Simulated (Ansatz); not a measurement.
hcp Cd was calculated with PBE0 (Ansatz, a program for electronic structure, PAW).

Run with plane-wave cutoff 460 eV, 12×12×6 k mesh (along the axes of the cell as run), Fermi–Dirac smearing 0.05 eV, scalar-relativistic PAW data made under PBE.

Computed at the level's own relaxed cell.

### Question
What does this level give for the equilibrium lattice constant a and c axis length?

### Answer

* **equilibrium lattice constant a**: 2.972 Å
* **c axis length**: 5.857 Å

Measured, for comparison: lattice constant a 2.979 Å, lattice parameter c 5.617 Å (293 K, no zero-point or thermal correction; as tabulated in Wikipedia's data pages). Computed (rounded) less measured: lattice constant a -0.2 %, lattice parameter c +4.3 %.

Static lattice: no zero-point or thermal effects.

It cost roughly 40 core-minutes of CPU time.
